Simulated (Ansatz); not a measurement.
A nudged elastic band was laid between two geometries of CH₄AlN (7 atoms, charge 0, multiplicity 1).

Computed with RKS PBE-D4/def2-SVP in Ansatz 0.2.0.

- movable images: 7
- climbing image: yes
- spring: 5.0 eV/Å²
- optimiser: quadratic models (default)
- start path: through a guess of the saddle point
- force threshold: 0.05 eV/Å
- iteration limit: 60
- end points: relaxed

Initial state:

```xyz
7
Properties=species:S:1:pos:R:3
C -0.593 -0.018 -0.617
N -0.124 0.515 0.712
Al 1.111 -0.586 0.150
H -1.503 -0.659 -0.597
H -0.661 0.719 -1.447
H -0.684 1.184 1.242
H 2.517 -1.223 0.511
```

Final state:

```xyz
7
Properties=species:S:1:pos:R:3
C -0.048 0.373 -0.919
N -0.623 0.082 0.451
Al 1.266 -0.507 -0.094
H -1.452 -0.536 0.475
H -0.640 0.918 -1.668
H -0.841 0.904 1.039
H 2.399 -1.303 0.670
```

Task: What changes between the two ends?

Result: Bonds broken: C1–H4. Bonds formed: N2–H4.

Task: Give the energies along the band, and the barrier.

Result: The run converged. The highest image is number 4 of 0 to 8, 2.71 eV above the first end and 1.55 eV above the last; the last end lies 1.17 eV above the first. A vibrational analysis at the climbing image gives one clearly imaginary mode, 1270i cm⁻¹: a first-order saddle point. The orbitals stay closed-shell, which can raise the energy where a bond breaks towards radicals; this wasn't checked here.

```csv
image,path coordinate (Å),energy (eV),C1–H4 (Å),N2–H4 (Å)
0,0.00,0.00,1.11,2.23
1,0.32,0.26,1.09,2.06
2,0.64,1.22,1.08,1.83
3,0.96,2.21,1.14,1.56
4,1.29,2.71,1.35,1.21
5,1.61,2.46,1.72,1.05
6,1.93,1.95,1.94,1.01
7,2.26,1.33,2.10,1.02
8,2.58,1.17,2.18,1.03
```

Task: What is the geometry of the highest image?

Result: 
```xyz
7
Properties=species:S:1:pos:R:3:forces:R:3
C -0.455 -0.145 -1.105 0.01 0.01 0.02
N -0.525 0.061 0.895 0.00 0.02 0.03
Al 0.991 -0.590 0.025 0.01 0.00 -0.02
H -1.257 -0.257 -0.020 -0.03 0.00 -0.01
H -0.484 0.871 -1.567 0.01 -0.01 -0.02
H -0.620 1.051 1.179 0.00 -0.02 -0.01
H 2.411 -1.059 0.547 0.01 0.00 0.00
```

Task: What are the harmonic wavenumbers there?

Result: 1270i, 342, 382, 481, 565, 579, 687, 732, 771, 1013, 1258, 1942, 2043, 3004, 3393 cm⁻¹.

Run time: 62 s on 1 thread of Intel(R) Xeon(R) 6975P-C (Granite Rapids), with other jobs on the host, peak memory 0.14 GiB.
